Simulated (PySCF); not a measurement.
Molecule: SMILES C[N+](=CC)C, [C4H10N]+.

Bonds (- single, = double, # triple, : aromatic): C1-C2, C2=N3, N3-C4, N3-C5. C1 carries H6, H7, H8; C2 carries H9; C4 carries H10, H11, H12; C5 carries H13, H14, H15. Formal charges: N3 +1.

Total charge +1.

Frames of a GFN2-xTB Langevin trajectory at 300 K; GIAO PBE0/pcSseg-1 shieldings in PySCF 2.14, gas phase, non-relativistic; equivalent atoms averaged within each frame.

Shifts are taken against calculated references (same method and geometry level): TMS for 13C (σ = 186.93 ppm) and 1H (σ = 31.72 ppm); 15N (σ = 267.73 ppm) vs NH3. The references are static minima.

**Question.** How do the shifts (ppm) fluctuate along the trajectory?

**Answer.** 
```tsv
time (fs)	C2	C4	C5	C1	N3	H9	H10/H11/H12	H13/H14/H15	H6/H7/H8
optimised geometry	193.0	51.8	41.9	21.4	236.7	8.61	4.00	3.70	2.79
250	199.0	48.1	46.4	25.9	230.2	9.14	4.06	3.70	2.76
425	187.9	59.4	43.0	24.4	231.9	8.66	4.84	4.27	3.35
625	201.2	55.9	43.2	25.3	240.2	8.80	4.78	4.84	3.56
800	197.3	57.2	47.2	25.4	243.4	8.90	4.59	4.06	3.18
1000	194.0	63.3	37.9	24.1	235.6	8.75	4.41	3.58	3.16
mean of frames	195.9	56.8	43.5	25.0	236.3	8.85	4.54	4.09	3.20
standard deviation	5.2	5.6	3.7	0.8	5.5	0.18	0.31	0.50	0.29
```

5 frames give an uncertainty of the mean of about the standard deviation over 2.2 at best, since frames this close in time may not be independent; classical motion lacks zero-point vibration, and the reference would need the same averaging.
